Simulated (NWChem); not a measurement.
Everything below was run with NWChem. System: acetonitrile (C₂H₃N), charge 0, spin multiplicity 1, at a geometry optimised with B3LYP/def2-SVP. Level: r2SCAN/def2-TZVP.

Input file:

```
start mol
memory heap 200 mb stack 900 mb global 1100 mb
geometry units angstroms nocenter noautoz
  C      0.009668    -1.179102     0.000000
  C     -0.002319     0.280888     0.000000
  N     -0.011790     1.439056     0.000000
  H     -0.503112    -1.565615     0.893634
  H     -0.503112    -1.565615    -0.893634
  H      1.044657    -1.552878     0.000000
  symmetry group Cs
end
basis spherical
  * library def2-tzvp
end
dft
  xc r2scan
  semidirect memsize 60000000 filesize 0
  iterations 100
  grid fine
end
task dft energy
```

NWChem printed:

```
             Northwest Computational Chemistry Package (NWChem) 7.3.0
             --------------------------------------------------------

                                NWChem Input Module
                                -------------------

 Scaling coordinates for geometry "geometry" by  1.889725989
 (inverse scale =  0.529177249)

 Turning off AUTOSYM since
 SYMMETRY directive was detected!

                             Geometry "geometry" -> ""
                             -------------------------

 Output coordinates in angstroms (scale by  1.889725989 to convert to a.u.)

  No.       Tag          Charge          X              Y              Z
 ---- ---------------- ---------- -------------- -------------- --------------
    1 C                    6.0000     0.00966800    -1.17910200     0.00000000
    2 C                    6.0000    -0.00231900     0.28088800     0.00000000
    3 N                    7.0000    -0.01179000     1.43905600     0.00000000
    4 H                    1.0000    -0.50311200    -1.56561500     0.89363400
    5 H                    1.0000    -0.50311200    -1.56561500    -0.89363400
    6 H                    1.0000     1.04465700    -1.55287800     0.00000000

 Effective nuclear repulsion energy (a.u.)      58.2834310453

            Nuclear Dipole moment (a.u.)
            ----------------------------
        X                 Y               Z
 ---------------- ---------------- ----------------
    -0.0000056692    -0.0000000000     0.0000000000

      Symmetry information
      --------------------

 Group name             Cs
 Group number              2
 Group order               2
 No. of unique centers     5

      Symmetry unique atoms

     1    2    3    4    6


 Summary of "ao basis" -> "" (spherical)
 ------------------------------------------------------------------------------
       Tag                 Description            Shells   Functions and Types
 ---------------- ------------------------------  ------  ---------------------
 *                         def2-tzvp                  on all atoms

                                 NWChem DFT Module
[...]
 Vector   11  Occ=2.000000D+00  E=-3.064003D-01  Symmetry=a'
              MO Center=  3.1D-02,  6.8D-01, -2.9D-10, r^2= 1.7D+00
   Bfn.  Coefficient  Atom+Function         Bfn.  Coefficient  Atom+Function
  ----- ------------  ---------------      ----- ------------  ---------------
    68      0.323429  3 N  px                71      0.271506  3 N  px
    37      0.270114  2 C  px                40      0.232692  2 C  px
    74      0.140479  3 N  px                43      0.122778  2 C  px
   107     -0.116992  6 H  s                  6     -0.107009  1 C  px
     9     -0.078695  1 C  px               106     -0.072142  6 H  s

 Vector   12  Occ=0.000000D+00  E= 9.850616D-04  Symmetry=a"
              MO Center= -7.2D-02,  2.9D-01, -2.7D-11, r^2= 2.7D+00
   Bfn.  Coefficient  Atom+Function         Bfn.  Coefficient  Atom+Function
  ----- ------------  ---------------      ----- ------------  ---------------
    96      0.543333  4 H  s                102     -0.543333  5 H  s
    76      0.426929  3 N  pz                45     -0.372993  2 C  pz
    42     -0.349172  2 C  pz                70      0.315239  3 N  pz
    39     -0.310389  2 C  pz                14     -0.301890  1 C  pz
    73      0.289023  3 N  pz                95      0.155553  4 H  s

 Vector   13  Occ=0.000000D+00  E= 9.856590D-04  Symmetry=a'
              MO Center=  6.7D-02,  2.9D-01,  2.7D-11, r^2= 2.7D+00
   Bfn.  Coefficient  Atom+Function         Bfn.  Coefficient  Atom+Function
  ----- ------------  ---------------      ----- ------------  ---------------
   108      0.627444  6 H  s                 74      0.426918  3 N  px
    43     -0.372988  2 C  px                40     -0.349162  2 C  px
    68      0.315228  3 N  px                96     -0.313643  4 H  s
   102     -0.313643  5 H  s                 37     -0.310380  2 C  px
    12     -0.301880  1 C  px                71      0.289013  3 N  px

 Vector   14  Occ=0.000000D+00  E= 3.404615D-02  Symmetry=a'
              MO Center=  9.1D-03, -1.1D+00,  3.1D-15, r^2= 5.1D+00
   Bfn.  Coefficient  Atom+Function         Bfn.  Coefficient  Atom+Function
  ----- ------------  ---------------      ----- ------------  ---------------
     5      2.589243  1 C  s                 36     -1.919877  2 C  s
    67      1.605270  3 N  s                 96     -1.180269  4 H  s
   102     -1.180269  5 H  s                108     -1.180194  6 H  s
    44     -0.626407  2 C  py                75     -0.467305  3 N  py
    35     -0.392234  2 C  s                  4      0.347207  1 C  s

 center of mass
 --------------
 x =  -0.00175836 y =   0.21427017 z =   0.00000000

 moments of inertia (a.u.)
 ------------------
         196.701448886593           1.518051023704           0.000000000000
           1.518051023704          11.508864822567           0.000000000000
           0.000000000000           0.000000000000         196.713905978561

     Multipole analysis of the density
     ---------------------------------

     L   x y z        total         alpha         beta         nuclear
     -   - - -        -----         -----         ----         -------
     0   0 0 0     -0.000000    -11.000000    -11.000000     22.000000

     1   1 0 0      0.013087      0.006546      0.006546     -0.000006
     1   0 1 0     -1.597093     -0.798547     -0.798547     -0.000000
     1   0 0 1      0.000000      0.000000      0.000000      0.000000

     2   2 0 0    -13.059396     -9.384974     -9.384974      5.710552
     2   1 1 0      0.018694      0.434190      0.434190     -0.849686
     2   1 0 1      0.000000      0.000000      0.000000      0.000000
     2   0 2 0    -15.339283    -62.351534    -62.351534    109.363786
     2   0 1 1      0.000000      0.000000      0.000000      0.000000
     2   0 0 2    -13.059250     -9.381412     -9.381412      5.703573

 Task  times  cpu:       11.7s     wall:       11.7s

 Total times  cpu:       11.7s     wall:       11.7s
```
